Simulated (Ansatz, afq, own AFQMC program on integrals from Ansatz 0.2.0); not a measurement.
## AlGeH2, quartet in cc-pVDZ along one coordinate

```json
{"atom": "Ge", "x (Å)": "0.0000", "y (Å)": "0.0000", "z (Å)": "0.6140"}
{"atom": "Al", "x (Å)": "0.0000", "y (Å)": "0.0000", "z (Å)": "-1.7653"}
{"atom": "H", "x (Å)": "0.0000", "y (Å)": "-1.2613", "z (Å)": "1.5036"}
{"atom": "H", "x (Å)": "0.0000", "y (Å)": "1.2613", "z (Å)": "1.5036"}
```

The Ge1–Al2 distance is changed with both sides rigid. Energies in mEh count from this geometry (2.379 Å) at the same level; the start stands on UHF, each point on the determinant named.

Basis cc-pVDZ. Noble-gas cores (and the filled d shells of Ga–Kr and In–Xe) are frozen. AFQMC by an in-house program on the Cholesky factors that Ansatz 0.2.0 writes for its CCSD(T) run. The CISD trial takes its coefficients from CCSD amplitudes. Released means that phaseless walkers are propagated on without the constraint, phases kept. ± is one standard error of the sampling. No spin–orbit coupling.

Cautions, each for one point or more: inner d shell frozen; lower spins were not checked; no relativity below Rb; no spin-orbit coupling.

```
r(Ge1–Al2) / Å  det.     T1  weight  ⟨S²⟩  CCSD(T)  ph-AFQMC/CISD  released AFQMC  CCSDT(Q)  wB97M-V  PBE0
         2.106   UHF  0.024    0.89  3.76     25.1     24.2 ± 0.4      24.0 ± 0.5      25.3     19.4  20.1
         2.631   UHF  0.033    0.87  3.78      4.2      4.3 ± 0.4      3.2 ± 0.6*       4.0      6.5   6.9
         4.476   UHF  0.014    0.88  3.77     38.0     38.8 ± 0.3      38.0 ± 0.5      38.6     41.4  52.9
```

Weight is that of the determinant in the CISD state; at the start T1 is 0.029 and the weight 0.88, and ⟨S²⟩ is 3.76. An asterisk marks released energies that aren't shown to be converged. Largest departures from CCSDT(Q), at the points where its series has closed: CCSD(T) -0.6 mEh at 4.476 (on UHF), ph-AFQMC/CISD -1.1 mEh at 2.106 (on UHF), released AFQMC -1.3 mEh at 2.106 (on UHF), wB97M-V -5.9 mEh at 2.106, PBE0 14.3 mEh at 4.476. Functionals count only at points shown to share the start's state and spin. In this small basis the wave-function levels are far from their limit, so their gap to the functionals isn't the functionals' error. In total energy ph-AFQMC/CISD lies 20 ± 6 meV above CCSDT(Q) at the start, so its agreement along the curve rests in part on cancellation.

Some points may be missing: those where a free walk finds a much lower state, and past Zn most of those on another determinant than at the start.

A walk keeps the symmetry of its determinant, which the program's search chose and which needn't be the lowest solution, so a lower state of the same spin and another symmetry isn't excluded.
